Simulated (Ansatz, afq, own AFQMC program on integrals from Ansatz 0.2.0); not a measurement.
**Where AFQMC and coupled cluster stand for P2H4, singlet**

```xyz
6

P    -0.1319    0.0000    1.1061
P     0.1319    0.0000   -1.1061
H     0.8343   -1.0228    1.3117
H     0.8343    1.0228    1.3117
H    -0.8343   -1.0228   -1.3117
H    -0.8343    1.0228   -1.3117
```

Connectivity, by distances: PH2–PH2.

Basis cc-pVDZ. Only valence electrons are correlated. AFQMC by an in-house program on the Cholesky factors that Ansatz 0.2.0 writes for its CCSD(T) run. ph-AFQMC/CISD is guided by a CISD state made of CCSD amplitudes; releasing the constraint for a short imaginary time cuts its bias at the price of noise, slowly where states lie close. Free AFQMC starts from the CCSD state and is never constrained. Its projection time is finite, and what remains of the start isn't in its error. Uncertainties: one standard error, sampling alone.

Determinant: RHF, the one that the program's search chose, which needn't be the lowest solution. The geometry is a PBE0/def2-TZVP stationary point of this or a neighbouring charge and spin state.

No full CI on the walks' own integrals is used here; CCSDT(Q) serves as the reference and is uncertain by about the last step of the cluster series.

```
T1 diagnostic                               : 0.0120
weight of the determinant in the CISD state : 0.850
size of the correlated space                : 14 electrons in 46 orbitals
```

Reference: CCSDT(Q), correlation energy -8.344 eV. The released energy is read at 2.40 1/Eh (meV from the phaseless value at times in 1/Eh: -6 ± 15 at 0.24, -18 ± 15 at 0.51, -15 ± 15 at 0.99, -7 ± 16 at 1.62, -5 ± 23 at 2.40).

| level | E − E(reference) (kJ/mol) | share of correlation (%) |
| --- | --- | --- |
| HF | 805.1 | 0.00 |
| MP2 | 145.1 | 81.97 |
| CCSD | 26.9 | 96.66 |
| CCSD(T) | 4.2 | 99.47 |
| CCSDT | 1.4 | 99.83 |
| ph-AFQMC/HF | 6.6 ± 5.8 | 99.18 |
| ph-AFQMC/CISD | 1.3 ± 1.4 | 99.84 |
| released AFQMC | 0.8 ± 2.2 | 99.90 |
| free AFQMC | -2.3 ± 2.2 | 100.28 |

Free projections are given only where their last times agree within the noise and don't stop above the reference; a slow remainder of the start can still hide under it. A walk keeps the symmetry of its determinant, which the program's search chose and which needn't be the lowest solution, so a lower state of the same spin and another symmetry isn't excluded. Released energies are given only where the last usable release times agree within the noise; a slower fall can still hide under it.
